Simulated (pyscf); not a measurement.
PySCF, gas phase, ωB97X-D3(BJ)/def2-SVP geometries. Correlated levels are frozen-core, on RHF or UHF. ΔMP2 is the change of the MP2 total energy from the triple- to the quadruple-zeta basis.

**Question.** What is the homolytic dissociation enthalpy (298 K, CCSD(T)/def2-TZVPP + ΔMP2(QZVPP)) of the C–I bond of H₂C=CH–I, to •HC=CH₂ + I•?

**Answer.** C–I to •HC=CH₂ + I•: 72.7 kcal/mol. The radicals are drawn with the spin at the cut bond; how far it spreads was not checked. Other isomers of •HC=CH₂ were not searched in full and may lie lower. The CCSD(T) − MP2 part came from Ansatz, without density fitting, on the same reference. A UHF reference is spin-contaminated (<S²> up to 0.96), which harms MP2 most. The frozen core leaves the outer d or s,p core shells of the metals and heavy elements correlated in the MP2 and CC values, and def2-TZVPP describes them poorly, which can shift differences by a few kcal/mol. Left out: the spin-orbit lowering of I, which is large for Br, Se, Te and I. Elements past Kr carry the def2 core potentials, without spin-orbit coupling.
